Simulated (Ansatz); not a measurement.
**Relative stability**

Two relaxed structures of BSiH₄Cl, singlet (PBE0-D4/def2-TZVP; forces vanish, vibrations not checked).

A:

```xyz
7
angstrom
B -1.4104 -0.4888 -0.7295
Si 0.1349 0.0737 0.0766
Cl 2.9078 2.5933 0.8687
H 3.6710 1.8659 1.5933
H -2.4066 -0.6225 -1.3494
H 0.0921 0.4298 1.5115
H 1.4247 -0.4225 -0.4506
```

B:

```json
{"atom": "B1", "x (Å)": "-1.0375", "y (Å)": "0.0310", "z (Å)": "-0.6691"}
{"atom": "Si2", "x (Å)": "0.6221", "y (Å)": "-0.1077", "z (Å)": "0.4437"}
{"atom": "Cl3", "x (Å)": "1.8060", "y (Å)": "1.5824", "z (Å)": "0.3805"}
{"atom": "H4", "x (Å)": "-1.7819", "y (Å)": "-0.9057", "z (Å)": "-0.6902"}
{"atom": "H5", "x (Å)": "-1.3223", "y (Å)": "0.9961", "z (Å)": "-1.3101"}
{"atom": "H6", "x (Å)": "0.2606", "y (Å)": "-0.3451", "z (Å)": "1.8677"}
{"atom": "H7", "x (Å)": "1.4530", "y (Å)": "-1.2510", "z (Å)": "-0.0224"}
```

Ansatz 0.2.0; basis: def2-TZVPP; cores frozen in the correlated methods. B3LYP uses VWN-RPA correlation.

**Question.** Which structure is lower at CCSD(T), and by how much? (To be estimated.)

**Answer.** By the calculation: B, by 3.346 eV (electronic energy, against the other). By their contacts, A is a complex of BSiH₃ ([BH][SiH2]) + HCl and B is BSiH₄Cl ([BH2][SiH2][Cl]).

All methods give the same order:

| method | E(B) − E(A) (eV) |
| --- | --- |
| PBE-D4 | -3.315 |
| r2SCAN-D4 | -3.496 |
| PBE0-D4 | -3.517 |
| B3LYP-D4 | -3.424 |
| wB97M-V | -3.516 |
| HF | -3.736 |
| MP2 | -3.566 |
| CCSD | -3.416 |
| CCSD(T) | -3.346 |

The T1 diagnostic stays at or below 0.015. The restricted Hartree–Fock reference is unstable towards an unrestricted one at one or more of these structures.

Labels in which every atom is bracketed show which atoms are joined, not bond orders.

For scale, one of the runs: CCSD(T)/def2-TZVPP, 171 basis functions, launched by `ansatz run in.yaml --threads 2 --pin off --events-out ev --progress --plain --max-ram 4352MiB`. The run took 14 s on 2 CPU threads of an Intel Xeon 6975P-C (shared host), with 1.4 GiB of host memory at its peak.
